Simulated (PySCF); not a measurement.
# Level of theory and adiabatic energies of losing or gaining an electron: hydrazine

Structure: `NN` (H4N2).

All levels share the PBE0-D3(BJ)/def2-SVP structures and the PBE0-D3(BJ)/def2-SVP thermal terms; only the single-point energies (PySCF) change. Values are adiabatic energies of losing or gaining an electron (0 K, eV).

```tsv
level	ionisation energy to the radical cation	abs. error
HF/ma-def2-TZVP	6.86	1.20
PBE0-D3(BJ)/6-31G	7.10	0.96
PBE0-D3(BJ)/6-31G*	7.51	0.55
PBE0-D3(BJ)/cc-pVTZ	7.63	0.43
r2SCAN-D3(BJ)/ma-def2-TZVP (grid 3)	7.66	0.40
TPSS-D3(BJ)/ma-def2-TZVP (grid 3)	7.67	0.39
TPSSh-D3(BJ)/ma-def2-TZVP (grid 3)	7.68	0.38
PBE0-D3(BJ)/def2-TZVPP	7.68	0.38
BLYP-D3(BJ)/ma-def2-TZVP	7.69	0.37
PBE0-D3(BJ)/def2-SVPD	7.69	0.37
PBE0-D3(BJ)/ma-def2-SVP	7.70	0.36
M06-L/ma-def2-TZVP (grid 3)	7.70	0.36
PBE0-D3(BJ)/ma-def2-TZVP	7.71	0.35
PBE0-D3(BJ)/pcseg-2	7.72	0.34
B97-2/ma-def2-TZVP	7.72	0.34
PBE0-D3(BJ)/jun-cc-pV(T+d)Z	7.74	0.32
PBE0-D3(BJ)/aug-cc-pVTZ	7.74	0.32
PBE0-D3(BJ)/6-311+G**	7.75	0.31
PBE0-D3(BJ)/6-31+G*	7.75	0.31
PBE0-D3(BJ)/6-311++G(2d,2p)	7.78	0.28
CAM-B3LYP-D3(BJ)/ma-def2-TZVP	7.83	0.23
BP86-D3(BJ)/ma-def2-TZVP	7.83	0.23
B3LYP-D3(BJ)/ma-def2-TZVP	7.84	0.22
ωB97X-D3(BJ)/ma-def2-TZVP	7.90	0.16
ωB97M-D3(BJ)/ma-def2-TZVP (grid 3)	7.92	0.14
M06-2X/ma-def2-TZVP (grid 3)	7.93	0.13
ATcT 1.112	8.06
```

Hartree-Fock leaves out electron correlation, so its ionisation energies and electron affinities from energy differences mostly come out too low, often by 1 eV or more, where an electron pair is broken or made.

The spread: 1.07 eV, from 6.86 to 7.93.
